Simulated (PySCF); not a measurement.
hydrogen peroxide (H2O2), SMILES OO. Atoms are numbered in the order given.

```xyz
4

O      0.1403    -0.7170     0.0000
O     -0.1403     0.7170     0.0000
H     -0.7681    -1.0474     0.0000
H      0.7681     1.0474     0.0000
```

Geometry: B3LYP-D3(BJ)/def2-TZVP. A frequency run showed that this geometry is not a minimum.

Two levels are set side by side: PBE/pcSseg-2 (PySCF) and PBE0/pcSseg-2 (PySCF). GIAO shifts against H2O (¹⁷O), TMS (¹H) at the same level; non-relativistic, no solvent, atoms listed together averaged. Differences are taken from unrounded values.

```json
[
 {"quantity": "δ(¹⁷O) of O1, O2 (ppm)", "PBE0": "221.3"},
 {"quantity": "δ(¹H) of H3, H4 (ppm)", "PBE0": "5.54"}
]
```

**Question.** What does PBE give, and how far is it from PBE0? (The exact figures need the calculation; the answer reports its results.)

**Answer.** 
| quantity | PBE | PBE minus PBE0 |
|---|---|---|
| δ(¹⁷O) of O1, O2 (ppm) | 235.2 | 14.0 |
| δ(¹H) of H3, H4 (ppm) | 5.52 | -0.02 |

Rough cost on one machine, each run with all the roots and properties that it gave: PBE0 against PBE within a factor of 2.
